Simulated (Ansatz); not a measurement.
A made-up structure of CH5BN, doublet:

B1  (-1.007, 0.562, -0.562)
C2  (0.861, -0.812, 0.397)
N3  (0.234, 0.370, 0.257)
H4  (-1.482, -0.385, -1.133)
H5  (-1.514, 1.642, -0.644)
H6  (0.690, 1.127, 0.767)
H7  (1.738, -0.930, 0.981)
H8  (0.476, -1.672, -0.089)
(Å)

It is relaxed with PBE-D4/def2-SVP and then PBE0-D4/def2-TZVP (Ansatz 0.2.0). Atoms count as bonded within 1.22 times the sum of their covalent radii (H–H: 0.88 Å). The end point is not checked to be a true minimum.

(1) Does its bonding change? (Judge from chemistry; the calculation decides.)

Results:

(1) By the calculation: No: no bond forms or breaks.

Where it ends: The first stage lowers the energy by 0.21 eV in 5 steps. It ends as CH₅BN ([BH2][NH][CH2]):
B1  (-0.979, 0.560, -0.543)
C2  (0.862, -0.838, 0.391)
N3  (0.184, 0.334, 0.213)
H4  (-1.472, -0.364, -1.121)
H5  (-1.424, 1.668, -0.575)
H6  (0.590, 1.123, 0.696)
H7  (1.748, -0.857, 1.006)
H8  (0.487, -1.725, -0.095)
(Å)

Labels in which every atom is bracketed show which atoms are joined, not bond orders.

For scale, one of the runs: PBE0-D4/def2-TZVP relaxation, 123 basis functions, launched by `ansatz run in.yaml --threads 2 --pin off --events-out ev --progress --plain --max-ram 4352MiB`. The run took about 14 s on 2 CPU threads of an Intel Xeon (shared host).
